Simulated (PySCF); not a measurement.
# From computed data to an observable: entropy of an ideal gas

ethane (C2H6), SMILES CC.

The structure is a stationary point at PBE-D3(BJ)/def2-TZVP.

PBE-D3(BJ)/def2-TZVP (PySCF 2.14.0) gives the harmonic wavenumbers 302, 800, 800, 992, 1178, 1178, 1357, 1369, 1452, 1452, 1454, 1454, 2969, 2972, 3022, 3022, 3048, 3048 cm⁻¹ and the rotational temperatures 3.8262, 0.9548, 0.9548 K. The molar mass is 30.07 g/mol, the symmetry number 6, the spin multiplicity 1.

Q: Work out the entropy at 298.15 K and 1 atm in the rigid-rotor, harmonic-oscillator model.

A: 
Translation (Sackur–Tetrode at 1 atm): S = R[1.5 ln M + 2.5 ln T − 1.16487] = 151.2 J/(mol K).
Rotation: q = (√π/σ) T^1.5/√(θA θB θC) = 814, S = R[ln q + 3/2] = 68.2 J/(mol K).
Vibration: with u = 1.4388 ν/T, each mode gives R[u/(e^u − 1) − ln(1 − e^−u)]:
```tsv
ν (cm⁻¹)	modes	u	S (J/(mol K))
302	1	1.46	5.88
800	2	3.86	1.73
992	1	4.79	0.40
1178	2	5.68	0.38
1357	1	6.55	0.09
1369	1	6.61	0.09
1452	2	7.01	0.12
1454	2	7.02	0.12
```
The stiffer modes add less than 0.005 each. Sum 8.8 J/(mol K).
Spin: R ln 1 = 0.0 J/(mol K).
Total 228.2 J/(mol K); the program's own thermochemistry gives 228.2. Translation makes up 66 % and vibration 4 %. Anharmonicity, hindered rotation and orbital degeneracy are left out.
